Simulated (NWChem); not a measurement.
All runs are NWChem calculations. System: CHCl3, charge 0, spin multiplicity 1, displaced from the optimised geometry.

The NWChem input:

```
start mol
memory heap 100 mb stack 700 mb global 1900 mb
geometry units angstroms nocenter noautoz noautosym
  Cl     0.851745    -0.066279     1.472644
  C     -0.009249     0.452824     0.000000
  Cl     0.851745    -0.066279    -1.472644
  Cl    -1.563244    -0.072525     0.000000
  H     -0.031481     1.546068     0.000000
end
basis spherical
  * library cc-pvdz
end
scf
  rhf
  nopen 0
  maxiter 100
  thresh 1e-7
  semidirect memsize 60000000 filesize 0
end
tce
  freeze core 16
  cr-ccsd(t)
  2eorb
  2emet 13
  thresh 1e-6
  maxiter 100
  tilesize 24
end
task tce energy
```

The output up to the point where the run's verdict is printed (cleaned and shortened):

```
             Northwest Computational Chemistry Package (NWChem) 7.3.0
             --------------------------------------------------------

                                NWChem Input Module
                                -------------------

 Scaling coordinates for geometry "geometry" by  1.889725989
 (inverse scale =  0.529177249)

                             Geometry "geometry" -> ""
                             -------------------------

 Output coordinates in angstroms (scale by  1.889725989 to convert to a.u.)

  No.       Tag          Charge          X              Y              Z
 ---- ---------------- ---------- -------------- -------------- --------------
    1 Cl                  17.0000     0.85174500    -0.06627900     1.47264400
    2 C                    6.0000    -0.00924900     0.45282400     0.00000000
    3 Cl                  17.0000     0.85174500    -0.06627900    -1.47264400
    4 Cl                  17.0000    -1.56324400    -0.07252500     0.00000000
    5 H                    1.0000    -0.03148100     1.54606800     0.00000000

 Effective nuclear repulsion energy (a.u.)     268.0825757639

            Nuclear Dipole moment (a.u.)
            ----------------------------
        X                 Y               Z
 ---------------- ---------------- ----------------
     4.3410917690     1.4675630925     0.0000000000


 Summary of "ao basis" -> "" (spherical)
 ------------------------------------------------------------------------------
       Tag                 Description            Shells   Functions and Types
 ---------------- ------------------------------  ------  ---------------------
 *                          cc-pvdz                   on all atoms

 Summary of "ao basis" -> "ao basis" (spherical)
 ------------------------------------------------------------------------------
       Tag                 Description            Shells   Functions and Types
 ---------------- ------------------------------  ------  ---------------------
 Cl                         cc-pvdz                  8       18   4s3p1d
 C                          cc-pvdz                  6       14   3s2p1d
[...]
     2   1 0 1      0.000000      0.000000      0.000000
     2   0 2 0    -31.250088      0.000000     13.782167
     2   0 1 1     -0.000000      0.000000      0.000000
     2   0 0 2    -33.446661      0.000000    263.312898

                   NWChem Extensible Many-Electron Theory Module
                   ---------------------------------------------


            General Information
            -------------------
      Number of processors :     1
         Wavefunction type : Restricted Hartree-Fock
          No. of electrons :    58
           Alpha electrons :    29
            Beta electrons :    29
           No. of orbitals :   146
            Alpha orbitals :    73
             Beta orbitals :    73
        Alpha frozen cores :    16
         Beta frozen cores :    16
     Alpha frozen virtuals :     0
      Beta frozen virtuals :     0
         Spin multiplicity : singlet
    Number of AO functions :    73
       Number of AO shells :    33
        Use of symmetry is : off
      Symmetry adaption is : off
         Schwarz screening : 0.10D-09

          Correlation Information
          -----------------------
          Calculation type : Coupled-cluster singles & doubles w/ perturbation
   Perturbative correction : Completely renormalized (T)
            Max iterations :      100
        Residual threshold : 0.10D-05
     T(0) DIIS level shift : 0.00D+00
     L(0) DIIS level shift : 0.00D+00
     T(1) DIIS level shift : 0.00D+00
     L(1) DIIS level shift : 0.00D+00
     T(R) DIIS level shift : 0.00D+00
     T(I) DIIS level shift : 0.00D+00
   CC-T/L Amplitude update :  5-th order DIIS
                I/O scheme : Global Array Library
        L-threshold :  0.10D-05
        EOM-threshold :  0.10D-05
 no EOMCCSD initial starts read in
 TCE RESTART OPTIONS
 SLICE:      F
 D4D5:       F
 quantumc:   F
 qrotation:  F
 pwtce:      F
 qducc:      F
 nacto:                         0
 nrotv:                         0
 nrot:                          0

            Memory Information
            ------------------
          Available GA space size is     249031471 doubles
          Available MA space size is     104852348 doubles

 Maximum block size supplied by input
 Maximum block size        24 doubles

 tile_dim =     22

 -------------------------------------------------

 Global array virtual files algorithm will be used

 Parallel file system coherency ......... OK

 4-electron integrals stored in orbital form

 v2    file size   =          2852085
 4-index algorithm nr.  13 is used
 imaxsize =       30
 imaxsize ichop =        0


CCSD iterations
 ---------------------------------------------------------
 Iter          Residuum       Correlation     Cpu    Wall
 ---------------------------------------------------------
    1   0.1630969389139  -0.5495714914342     0.5     0.5
    2   0.0430264607909  -0.5748037361473     0.6     0.6
    3   0.0146898389312  -0.5840632677868     0.5     0.5
    4   0.0056659085387  -0.5856364295914     0.5     0.5
    5   0.0023129485910  -0.5864136677992     0.5     0.5
    6   0.0005582825443  -0.5867016460033     0.5     0.5
    7   0.0002277388899  -0.5867752224156     0.5     0.5
    8   0.0001009287381  -0.5867774625220     0.5     0.5
    9   0.0000523857710  -0.5867777844139     0.5     0.5
   10   0.0000258810113  -0.5867791648691     0.5     0.5
   11   0.0000058649101  -0.5867796234867     0.5     0.5
   12   0.0000031326092  -0.5867800989756     0.5     0.5
   13   0.0000018787461  -0.5867802185554     0.5     0.5
   14   0.0000011992101  -0.5867802211651     0.5     0.5
   15   0.0000007594283  -0.5867802272650     0.5     0.5
 -----------------------------------------------------------------
 Iterations converged
 CCSD correlation energy / hartree =        -0.586780227264979
 CCSD total energy / hartree       =     -1417.516260025784504

 Singles contributions

 Doubles contributions
 CR-CCSD(T)
```

The run crashed. NWChem stopped with the message: ccsd_t 2.
